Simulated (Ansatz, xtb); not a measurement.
CH6BO−: 3 structures ranked

3 gas-phase structures of CH6BO−, found in a search over its isomers (lower ones may exist). Each was relaxed with GFN2-xTB:

A. `C[BH2-]O`, a singlet
B. `[BH3-]OC`, a singlet
C. `[BH3-]CO`, a singlet

Problem. Estimate their order in r2SCAN-D4/def2-SVPD energy at these geometries, lowest first.

Solution. Calculated order at r2SCAN-D4/def2-SVPD: A (0.0), B (15.5), C (26.2) kcal/mol.

Energies above the lowest of each column, in kcal/mol; the last columns are at PBE0-D3(BJ)/def2-SVPD geometries:

```
structure  GFN2-xTB  HF/STO-3G  r2SCAN-D4/def2-SVPD  PBE0-D3(BJ)/def2-SVPD  CCSD(T)/def2-SVPD + ΔMP2/def2-TZVPPD
        A       3.5        0.0                  0.0                    0.0                                   0.0
        B       0.0        3.3                 15.5                   15.8                                  16.6
        C      18.8       19.4                 26.2                   25.8                                  27.7
```

CCSD(T)/def2-SVPD + ΔMP2/def2-TZVPPD puts A lowest; GFN2-xTB picks B. Flexible structures stand in one conformer each, not always the lowest. ΔMP2 is the change of the MP2 energy from the smaller to the larger basis.

Programs: Ansatz 0.2.0, xtb 6.7.1.
